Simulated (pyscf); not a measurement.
`[OH][Si]([F])([F])[F]` + `[NH3]` → `[NH2][Si]([OH])([F])[F]` + `[FH]`, a four-centre exchange (singlet surface; F–Si, H–N broken, N–Si, F–H formed). Structures and frequencies: ωB97X-D3(BJ)/def2-SVP in PySCF. Energies in kcal/mol from the separated reactants.

Small-basis levels: PySCF, no dispersion term, spherical d functions. AM1 to PM7: differences of heats of formation from MOPAC. GFN2-xTB: tblite. Cost: rough CPU time at the saddle relative to B3LYP/6-31G*, from one job on a shared machine.

```json
[
 {"level": "HF/STO-3G", "barrier": "26.6", "reaction energy": "+12.6", "cost": "0.04"},
 {"level": "MP2/6-31G*", "barrier": "(withheld)", "reaction energy": "+24.7", "cost": "0.1"},
 {"level": "SVWN5/6-31G*", "barrier": "-0.2", "reaction energy": "+24.0", "cost": "1"},
 {"level": "BP86/6-31G*", "barrier": "16.1", "reaction energy": "+26.1", "cost": "2"},
 {"level": "PBE/6-31G*", "barrier": "13.6", "reaction energy": "+26.2", "cost": "2"},
 {"level": "B3LYP/STO-3G", "barrier": "-3.6", "reaction energy": "+20.1", "cost": "0.5"},
 {"level": "M06-2X/6-31G*", "barrier": "18.2", "reaction energy": "+24.1", "cost": "2"},
 {"level": "B3LYP/def2-SVP", "barrier": "15.5", "reaction energy": "+18.7", "cost": "1"},
 {"level": "GFN2-xTB", "barrier": "30.3", "reaction energy": "+23.4", "cost": "under 0.02"},
 {"level": "AM1", "barrier": "64.8", "reaction energy": "+6.0", "cost": "under 0.02"},
 {"level": "PM3", "barrier": "(withheld)", "reaction energy": "+24.8", "cost": "under 0.02"},
 {"level": "PM6", "barrier": "40.2", "reaction energy": "+16.7", "cost": "under 0.02"},
 {"level": "ωB97M-D3(BJ)/def2-TZVP", "barrier": "(withheld)", "reaction energy": "+18.1", "cost": "–"}
]
```

Question: Complete the blanks.

Answer: 
- MP2/6-31G*, barrier: 22.3
- PM3, barrier: 59.6
- ωB97M-D3(BJ)/def2-TZVP, barrier: 22.0

Against the last row the barrier runs from -25.6 (B3LYP/STO-3G) to +42.8 kcal/mol (AM1). At MP2/6-31G*, SVWN5/6-31G*, BP86/6-31G*, PBE/6-31G*, B3LYP/STO-3G, M06-2X/6-31G*, B3LYP/def2-SVP this geometry lies under one side, so the entry may be no barrier of that level: it is a single point on another level's saddle. ωB97M-D3(BJ)/def2-TZVP has limits of its own. On the reactant side the descent ends in an adduct with a N–Si contact (not fully relaxed), 1.4 kcal/mol under the separated species and 22.7 kcal/mol under the saddle at ωB97X-D3(BJ)/def2-TZVP. On the product side the descent ends in a bound adduct, 10.9 kcal/mol under the separated species and 14.9 kcal/mol under the saddle at ωB97X-D3(BJ)/def2-TZVP. What is counted as formed (N–Si) is already present as a longer contact in the reactant adduct; forming that adduct is a step of its own. One saddle was located; it need not be the lowest between these sides.
